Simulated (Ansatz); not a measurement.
System: zinc-blende BP. Method: PBE0 (Ansatz, a first-principles code, PAW).

Total energies, extrapolated to zero smearing (they compare only within this program, potentials and cutoff; free atoms with spin allowed, lowest state found):

```json
[
 {"system": "zinc-blende BP, relaxed", "energy (eV/atom)": "-456.6837"},
 {"system": "free B atom", "energy (eV/atom)": "-149.8673"},
 {"system": "free P atom", "energy (eV/atom)": "-752.9786"}
]
```

Q: Work out the cohesive energy per atom.

A: E_coh = [1 × (-149.8673) + 1 × (-752.9786)]/2 − (-456.6837) = 5.26 eV/atom. The reference value is 5.14 eV/atom (measured, static lattice: zero-point vibration energy added, sources range from 5.14 to 5.20; as tabulated in Mejia-Rodriguez and Trickey (2018), arXiv:1807.09216), a difference of +0.12 eV/atom.

The PAW data were made under PBE.
